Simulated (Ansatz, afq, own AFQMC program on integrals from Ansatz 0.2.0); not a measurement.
Where AFQMC and coupled cluster stand for AuSi⁺, triplet

```csv
atom,x (Å),y (Å),z (Å)
Au,0.0000,0.0000,0.0000
Si,0.0000,0.0000,2.2918
```

Basis def2-TZVP with its core potentials. Noble-gas cores (and the filled d shells of Ga–Kr and In–Xe) are frozen. Ansatz 0.2.0 and our own AFQMC program on the same integrals; the CISD trial comes from CCSD amplitudes, and released means the phaseless constraint is let go. Error bars are statistical, one sigma. No spin–orbit coupling. The metal's outer-core s and p shells are frozen, which shifts wave-function levels against functionals.

Determinant: UHF, the one that the program's search chose, which needn't be the lowest solution. The geometry is a point of a scan.

No full CI on the walks' own integrals is used here; CCSDT(Q) serves as the reference and is uncertain by about the last step of the cluster series.

Cautions: no spin-orbit coupling; outer-core shells of the metal frozen; lower spins were not checked; higher spins were not checked.

The T1 diagnostic is 0.0318. The weight of the determinant in the CISD state is 0.849 and the ⟨S²⟩ of the determinant is 2.037. The size of the correlated space is 14 electrons in 68 orbitals.

Reference: CCSDT(Q), correlation energy -9.603 eV. The released energy is read at 2.60 1/Eh (meV from the phaseless value at times in 1/Eh: -10 ± 5 at 0.24, -17 ± 6 at 0.60, -19 ± 5 at 1.20, -18 ± 7 at 1.80, -22 ± 10 at 2.60).

| level | E − E(reference) (meV) | share of correlation (%) |
| --- | --- | --- |
| HF | 9603.5 | 0.00 |
| MP2 | 312.4 | 96.75 |
| CCSD | 345.3 | 96.40 |
| CCSD(T) | 46.0 | 99.52 |
| CCSDT | 17.0 | 99.82 |
| ph-AFQMC/HF | 61.0 ± 26.6 | 99.36 |
| ph-AFQMC/CISD | 28.5 ± 5.4 | 99.70 |
| released AFQMC | 6.7 ± 9.6 | 99.93 |

A walk keeps the symmetry of its determinant, which the program's search chose and which needn't be the lowest solution, so a lower state of the same spin and another symmetry isn't excluded. Released energies are given only where the last usable release times agree within the noise; a slower fall can still hide under it.
